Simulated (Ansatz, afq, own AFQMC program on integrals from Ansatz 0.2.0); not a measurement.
## AFQMC, coupled cluster and functionals along a coordinate of GeH$_{2}$O, singlet

```yaml
atoms:
  - { symbol: Ge, position_ang: [0.0000, -0.0451, 0.3362] }
  - { symbol: O, position_ang: [0.0000, 0.1518, -1.4436] }
  - { symbol: H, position_ang: [0.0000, 1.5359, 0.5766] }
  - { symbol: H, position_ang: [0.0000, -0.6985, -1.8920] }
```

The angle O2–Ge1–H3 is changed with bond lengths fixed. Energies in kcal/mol count from this geometry (92.335 °) at the same level; the start stands on RHF, each point on the determinant named.

Basis cc-pVTZ. Noble-gas cores (and the filled d shells of Ga–Kr and In–Xe) are frozen. AFQMC by an in-house program on the Cholesky factors that Ansatz 0.2.0 writes for its CCSD(T) run. ph-AFQMC/CISD is guided by a CISD state made of CCSD amplitudes; releasing the constraint for a short imaginary time cuts its bias at the price of noise, slowly where states lie close. Error bars are statistical, one sigma. No spin–orbit coupling.

Cautions, each for one point or more: CCSDT(Q) on the UHF determinant differs, perhaps since the unrestricted series falls towards higher spin; higher spins were not checked; inner d shell frozen; no relativity below Rb; no spin-orbit coupling; restricted determinant unstable towards unrestricted; strong correlation.

| angle O2–Ge1–H3 / ° | det. | T1 | weight | CCSD | wB97M-V | CCSD(T) |
| --- | --- | --- | --- | --- | --- | --- |
| 85.500 | RHF | 0.018 | 0.87 | 1.2 | 1.0 | 1.1 |
| 103.300 | RHF | 0.018 | 0.87 | 1.9 | 2.2 | 2.0 |
| 139.100 | RHF | 0.018 | 0.86 | 34.1 | 34.3 | 33.7 |
| 180.000 | RHF¶ | 0.053 | 0.78 | 93.7 | 80.7§ | 89.3 |

(1) Estimate the curve of CCSDT(Q), counted from the same start.

Answers

(1) 
| angle O2–Ge1–H3 / ° | det. | T1 | weight | CCSDT(Q) | ph-AFQMC/CISD | released AFQMC |
| --- | --- | --- | --- | --- | --- | --- |
| 85.500 | RHF | 0.018 | 0.87 | 1.1 | 1.0 ± 0.2 | 1.4 ± 0.2 |
| 103.300 | RHF | 0.018 | 0.87 | 2.0 | 2.0 ± 0.2 | 2.0 ± 0.3* |
| 139.100 | RHF | 0.018 | 0.86 | 33.6 | 33.5 ± 0.2 | 33.5 ± 0.3* |
| 180.000 | RHF¶ | 0.053 | 0.78 | 87.1 | 87.5 ± 0.2 | 87.3 ± 0.4* |

Weight is that of the determinant in the CISD state; at the start T1 is 0.018 and the weight 0.87. ¶ marks points with a poor determinant and no full CI, where no value is sure; they don't count among the departures. An asterisk marks released energies that aren't shown to be converged. § marks a functional whose ⟨S²⟩ is too high by over 0.1. Largest departures from CCSDT(Q), at the points where its series has closed: CCSD(T) 0.1 kcal/mol at 139.100 (on RHF), ph-AFQMC/CISD -0.1 kcal/mol at 85.500 (on RHF) (within the noise), CCSD 0.5 kcal/mol at 139.100 (on RHF), wB97M-V 0.7 kcal/mol at 139.100. Functionals count only at points shown to share the start's state and spin.

CCSDT and higher add their correlation energy to the determinant of the CCSD(T) run, since their own runs factorise the integrals more tightly (a shift of under 2 meV). A walk keeps the symmetry of its determinant, which the program's search chose and which needn't be the lowest solution, so a lower state of the same spin and another symmetry isn't excluded.
